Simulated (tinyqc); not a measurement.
UKS/BLYP in the sto-3g basis, for H2O, spin multiplicity 3, step by step (part 2 of 2). Computed by tinyqc, a small Python program that keeps every step (integrals from PySCF). Command: `OMP_NUM_THREADS=1 python tinyqc.py 28913 28914 out.jsonl` (the two numbers bound the seeds that draw the settings). One thread of a shared host (Intel(R) Xeon(R) Processor @ 2.60GHz), about 3 s of CPU time with the checks.

Geometry (angstrom):
```
atom,x,y,z
O,0.000000,0.000000,0.000000
H,0.000000,0.910000,0.565000
H,0.000000,-0.922000,0.572000
```

## Iteration 2: diagonalisation and new density

F(alpha) (hartree), lower triangle:
```
,1O 1s,1O 2s,1O 2px,1O 2py,1O 2pz,2H 1s,3H 1s
1O 1s,-19.009945
1O 2s,-4.888027,-2.246766
1O 2px,0.000000,0.000000,-0.465463
1O 2py,-0.005595,-0.043051,0.000000,-0.468419
1O 2pz,-0.007426,-0.055788,0.000000,0.004710,-0.429993
2H 1s,-0.858710,-0.702239,0.000000,-0.288283,-0.178764,-0.401557
3H 1s,-0.830482,-0.651801,0.000000,0.228534,-0.157994,-0.188930,-0.220092
```

F(beta) (hartree), lower triangle:
```
,1O 1s,1O 2s,1O 2px,1O 2py,1O 2pz,2H 1s,3H 1s
1O 1s,-18.987118
1O 2s,-4.871801,-2.156055
1O 2px,0.000000,0.000000,-0.303074
1O 2py,-0.007100,-0.050312,0.000000,-0.439055
1O 2pz,-0.002841,-0.026885,0.000000,-0.015456,-0.350090
2H 1s,-0.856095,-0.676787,0.000000,-0.278063,-0.165007,-0.323686
3H 1s,-0.827611,-0.627811,0.000000,0.218247,-0.143050,-0.181586,-0.176250
```

X, lower triangle:
```
,1O 1s,1O 2s,1O 2px,1O 2py,1O 2pz,2H 1s,3H 1s
1O 1s,1.023747
1O 2s,-0.137970,1.170948
1O 2px,0.000000,0.000000,1.000000
1O 2py,-0.000205,0.002669,0.000000,1.089790
1O 2pz,-0.006860,0.067191,0.000000,0.001070,1.030295
2H 1s,0.019983,-0.239088,0.000000,-0.196649,-0.107908,1.141364
3H 1s,0.019599,-0.231382,0.000000,0.192464,-0.105002,-0.054018,1.135028
```

D(alpha) after iteration 1, lower triangle:
```
,1O 1s,1O 2s,1O 2px,1O 2py,1O 2pz,2H 1s,3H 1s
1O 1s,1.067320
1O 2s,-0.309438,1.489054
1O 2px,0.000000,0.000000,1.000000
1O 2py,0.024320,-0.122950,0.000000,0.202987
1O 2pz,-0.025750,0.189450,0.000000,-0.073092,1.083214
2H 1s,0.057819,-0.456413,0.000000,0.311453,-0.190114,0.866840
3H 1s,0.087963,-0.603400,0.000000,-0.154348,-0.279780,0.331604,1.062202
```

D(beta) after iteration 1, lower triangle:
```
,1O 1s,1O 2s,1O 2px,1O 2py,1O 2pz,2H 1s,3H 1s
1O 1s,1.054064
1O 2s,-0.230561,1.020055
1O 2px,0.000000,0.000000,0.000000
1O 2py,0.003057,-0.011853,0.000000,0.320181
1O 2pz,0.056482,-0.299074,0.000000,0.152653,0.546947
2H 1s,-0.024099,0.038964,0.000000,0.238008,0.240442,0.230102
3H 1s,0.009222,-0.145033,0.000000,-0.252447,0.285574,-0.064217,0.557909
```

overlap S, lower triangle:
```
,1O 1s,1O 2s,1O 2px,1O 2py,1O 2pz,2H 1s,3H 1s
1O 1s,1.000000
1O 2s,0.236704,1.000000
1O 2px,0.000000,0.000000,1.000000
1O 2py,0.000000,0.000000,0.000000,1.000000
1O 2pz,0.000000,0.000000,0.000000,0.000000,1.000000
2H 1s,0.041141,0.403202,0.000000,0.298767,0.185498,1.000000
3H 1s,0.039801,0.394936,0.000000,-0.294338,0.182605,0.156092,1.000000
```

A level shift of 0.2 hartree raises the virtual space: F + shift (S - S D(s) S), with D(s) the density of one spin. Diagonalise F' = X^T F X, C = X C', fill 6 alpha and 4 beta electrons from the bottom; D(s) = C_occ C_occ^T. Each column has its largest component positive (the first on a tie).

F' = X^T F X (alpha) (hartree), lower triangle:
```
,1,2,3,4,5,6,7
1,-18.646817
2,-2.564219,-1.280829
3,0.000000,0.000000,-0.465463
4,-0.003328,-0.023581,0.000000,-0.220346
5,-0.025813,0.016100,0.000000,0.019258,-0.390517
6,-0.109145,-0.288835,0.000000,-0.311146,-0.132778,-0.069616
7,-0.105334,-0.279750,0.000000,0.277655,-0.114120,-0.090233,0.092757
```

orbital energies (alpha) (hartree): MO1 -19.019844, MO2 -1.061456, MO3 -0.507226, MO4 -0.465463, MO5 -0.444651, MO6 0.121884, MO7 0.395925

coefficients C (alpha):
```
,MO1,MO2,MO3,MO4,MO5,MO6,MO7
1O 1s,0.993645,-0.255685,0.033574,0.000000,0.044664,0.108667,0.016978
1O 2s,0.027697,0.968898,-0.159114,0.000000,-0.223896,-0.691956,-0.107693
1O 2px,0.000000,0.000000,0.000000,1.000000,0.000000,0.000000,0.000000
1O 2py,0.000488,0.052362,0.729237,0.000000,-0.104562,-0.201071,0.823087
1O 2pz,0.002577,0.077072,0.037338,0.000000,0.921397,-0.480892,-0.034206
2H 1s,-0.006057,0.089249,0.393840,0.000000,0.148275,0.885953,-0.665956
3H 1s,-0.005643,0.029144,-0.243116,0.000000,0.136302,0.673788,0.927707
```

F' = X^T F X (beta) (hartree), lower triangle:
```
,1,2,3,4,5,6,7
1,-18.625390
2,-2.564616,-1.153360
3,0.000000,0.000000,-0.103074
4,-0.002031,-0.045493,0.000000,-0.212045
5,-0.029861,0.090636,0.000000,-0.038480,-0.237872
6,-0.104370,-0.339866,0.000000,-0.305001,-0.188271,0.096808
7,-0.101476,-0.320385,0.000000,0.294898,-0.185389,-0.053586,0.187451
```

orbital energies (beta) (hartree): MO1 -18.996405, MO2 -0.974780, MO3 -0.482271, MO4 -0.351416, MO5 -0.103074, MO6 0.377920, MO7 0.482542

coefficients C (beta):
```
,MO1,MO2,MO3,MO4,MO5,MO6,MO7
1O 1s,0.993865,-0.252021,0.038836,0.041178,0.000000,0.104562,0.050040
1O 2s,0.026749,0.950274,-0.170186,-0.235232,0.000000,-0.650054,-0.307853
1O 2px,0.000000,0.000000,0.000000,0.000000,1.000000,0.000000,0.000000
1O 2py,0.000585,0.084590,0.743981,-0.204441,0.000000,-0.356404,0.730671
1O 2pz,0.002199,0.031570,0.232925,0.844396,0.000000,-0.508876,-0.248045
2H 1s,-0.005803,0.108474,0.318834,0.139791,0.000000,1.059694,-0.396937
3H 1s,-0.005362,0.050590,-0.224407,0.295016,0.000000,0.335015,1.068167
```

D(alpha) after iteration 2, lower triangle:
```
,1O 1s,1O 2s,1O 2px,1O 2py,1O 2pz,2H 1s,3H 1s
1O 1s,1.067635
1O 2s,-0.310747,1.493780
1O 2px,0.000000,0.000000,1.000000
1O 2py,-0.014940,0.097258,0.000000,0.585891
1O 2pz,-0.026995,0.195264,0.000000,0.031615,1.087571
2H 1s,0.087281,-0.622599,0.000000,0.098230,-0.267860,0.970010
3H 1s,0.058085,-0.429985,0.000000,-0.325497,-0.205277,0.524041,0.532556
```

D(beta) after iteration 2, lower triangle:
```
,1O 1s,1O 2s,1O 2px,1O 2py,1O 2pz,2H 1s,3H 1s
1O 1s,1.054486
1O 2s,-0.229199,0.988034
1O 2px,0.000000,0.000000,0.000000
1O 2py,-0.000263,0.001875,0.000000,0.602460
1O 2pz,0.038046,-0.208211,0.000000,0.003335,0.768259
2H 1s,-0.014966,0.015780,0.000000,0.217800,0.195715,0.132997
3H 1s,-0.014646,0.016724,0.000000,-0.222991,0.198425,-0.024789,0.139981
```

## Iteration 17 (converged): orbitals

converged F(alpha) (hartree), lower triangle:
```
,1O 1s,1O 2s,1O 2px,1O 2py,1O 2pz,2H 1s,3H 1s
1O 1s,-18.631667
1O 2s,-4.805523,-2.047937
1O 2px,0.000000,0.000000,-0.264931
1O 2py,-0.000540,-0.004544,0.000000,-0.278817
1O 2pz,-0.008204,-0.076754,0.000000,-0.001765,-0.223860
2H 1s,-0.844223,-0.641505,0.000000,-0.240733,-0.163358,-0.331410
3H 1s,-0.816833,-0.623510,0.000000,0.233073,-0.159311,-0.181159,-0.314555
```

converged F(beta) (hartree), lower triangle:
```
,1O 1s,1O 2s,1O 2px,1O 2py,1O 2pz,2H 1s,3H 1s
1O 1s,-18.608800
1O 2s,-4.789583,-1.961328
1O 2px,0.000000,0.000000,-0.105786
1O 2py,-0.000617,-0.004881,0.000000,-0.241736
1O 2pz,-0.004187,-0.052716,0.000000,-0.002147,-0.160574
2H 1s,-0.841499,-0.616726,0.000000,-0.228558,-0.150276,-0.261374
3H 1s,-0.814183,-0.598889,0.000000,0.220360,-0.146088,-0.173621,-0.238853
```

Diagonalise F' = X^T F X, C = X C', fill 6 alpha and 4 beta electrons from the bottom; D(s) = C_occ C_occ^T. Each column has its largest component positive (the first on a tie).

F' = X^T F X (alpha) (hartree), lower triangle:
```
,1,2,3,4,5,6,7
1,-18.269277
2,-2.550735,-1.079285
3,0.000000,0.000000,-0.264931
4,-0.000517,-0.001189,0.000000,-0.140944
5,-0.025056,0.003013,0.000000,-0.000034,-0.178800
6,-0.108440,-0.276661,0.000000,-0.236576,-0.131378,-0.058049
7,-0.101646,-0.268099,0.000000,0.230873,-0.127578,-0.052887,-0.053359
```

orbital energies (alpha) (hartree): MO1 -18.642032, MO2 -0.884458, MO3 -0.409511, MO4 -0.264931, MO5 -0.258968, MO6 0.149387, MO7 0.265868

coefficients C (alpha):
```
,MO1,MO2,MO3,MO4,MO5,MO6,MO7
1O 1s,0.993456,-0.246877,0.004260,0.000000,0.080868,0.115978,-0.003429
1O 2s,0.028494,0.913632,-0.020092,0.000000,-0.405313,-0.710318,0.024667
1O 2px,0.000000,0.000000,0.000000,1.000000,0.000000,0.000000,0.000000
1O 2py,0.000116,0.007292,0.672112,0.000000,-0.010875,0.015724,0.900672
1O 2pz,0.002708,0.102615,0.007744,0.000000,0.831285,-0.621916,0.018128
2H 1s,-0.006140,0.118145,0.384512,0.000000,0.258803,0.741018,-0.797230
3H 1s,-0.005951,0.109882,-0.376727,0.000000,0.266064,0.772192,0.756369
```

F' = X^T F X (beta) (hartree), lower triangle:
```
,1,2,3,4,5,6,7
1,-18.248169
2,-2.547942,-0.980065
3,0.000000,0.000000,-0.105786
4,-0.000550,-0.001482,0.000000,-0.102518
5,-0.024125,0.033098,0.000000,-0.000372,-0.112621
6,-0.108446,-0.288328,0.000000,-0.242271,-0.136756,0.019062
7,-0.101595,-0.280450,0.000000,0.236971,-0.133119,-0.056652,0.030205
```

orbital energies (beta) (hartree): MO1 -18.618553, MO2 -0.801187, MO3 -0.361700, MO4 -0.205128, MO5 -0.105786, MO6 0.251944, MO7 0.340518

coefficients C (beta):
```
,MO1,MO2,MO3,MO4,MO5,MO6,MO7
1O 1s,0.993674,-0.244292,0.005422,0.076199,0.000000,0.122555,-0.001043
1O 2s,0.027557,0.900690,-0.025252,-0.386295,0.000000,-0.737170,0.009791
1O 2px,0.000000,0.000000,0.000000,0.000000,1.000000,0.000000,0.000000
1O 2py,0.000118,0.008693,0.698200,-0.016551,0.000000,-0.004610,0.880630
1O 2pz,0.002356,0.072858,0.011409,0.836430,0.000000,-0.619385,0.006643
2H 1s,-0.005868,0.135366,0.363592,0.255918,0.000000,0.755386,-0.791737
3H 1s,-0.005683,0.124487,-0.351575,0.263522,0.000000,0.755072,0.783891
```

D(alpha) after iteration 17, lower triangle:
```
,1O 1s,1O 2s,1O 2px,1O 2py,1O 2pz,2H 1s,3H 1s
1O 1s,1.067912
1O 2s,-0.312491,1.504769
1O 2px,0.000000,0.000000,1.000000
1O 2py,0.002122,-0.013600,0.000000,0.452153
1O 2pz,-0.027514,0.198501,0.000000,-0.012867,1.088412
2H 1s,0.073241,-0.531214,0.000000,0.268133,-0.230628,0.777932
3H 1s,0.076429,-0.548550,0.000000,-0.243154,-0.250721,0.509229,0.821103
```

D(beta) after iteration 17, lower triangle:
```
,1O 1s,1O 2s,1O 2px,1O 2py,1O 2pz,2H 1s,3H 1s
1O 1s,1.052903
1O 2s,-0.222222,0.961863
1O 2px,0.000000,0.000000,0.000000
1O 2py,0.000518,-0.003404,0.000000,0.487833
1O 2pz,0.048339,-0.257709,0.000000,-0.005245,0.705059
2H 1s,-0.017427,0.013720,0.000000,0.250801,0.228054,0.216052
3H 1s,-0.017884,0.019048,0.000000,-0.248750,0.225463,-0.043506,0.208578
```

## Convergence

Stop when the energy changes by less than 1e-10 hartree and every element of the error matrix X^T (F D S - S D F) X (for each spin) is below 3e-06.

Course of the cycle:
```
iteration,E (hartree),change,largest element of the error matrix
1,-74.04466496,-,3.26e-01
2,-74.86024014,-8.16e-01,2.15e-01
3,-74.98008972,-1.20e-01,1.27e-01
4,-75.01305735,-3.30e-02,5.56e-02
5,-75.02004658,-6.99e-03,2.54e-02
6,-75.02153432,-1.49e-03,1.13e-02
7,-75.02183046,-2.96e-04,4.81e-03
8,-75.02189001,-5.96e-05,2.22e-03
9,-75.02190215,-1.21e-05,9.20e-04
10,-75.02190469,-2.54e-06,4.47e-04
11,-75.02190524,-5.49e-07,1.80e-04
12,-75.02190537,-1.22e-07,9.29e-05
13,-75.02190539,-2.81e-08,4.02e-05
14,-75.02190540,-6.61e-09,2.00e-05
15,-75.02190540,-1.59e-09,9.22e-06
16,-75.02190540,-3.92e-10,4.45e-06
17,-75.02190540,-9.80e-11,2.15e-06
```

PySCF UKS in the same basis, fine grid, after a stability check = -75.02184361 hartree

Converged in 17 iterations. The coarse grid moves the energy by -6.18e-05 hartree.

## Populations, bond orders and dipole

Mulliken: Z minus the diagonal of D S on the atom; Loewdin: the same with S^(1/2) D S^(1/2); Mayer order: 2 sum_s sum (D(s) S)_ij (D(s) S)_ji over the two atoms.

Charges (e):
```
atom,Mulliken,Loewdin,Mulliken spin
1O,0.050644,0.115396,1.257947
2H,-0.014883,-0.048111,0.352263
3H,-0.035762,-0.067284,0.389790
```

Mayer bond orders:
```
pair,order
2-1,0.691200
3-1,0.662296
3-2,0.184489
```

dipole moment about the origin, x y z (debye): 0.000000  0.109950  0.019688

<S^2> of the determinant (pure state: 2) = 2.000868
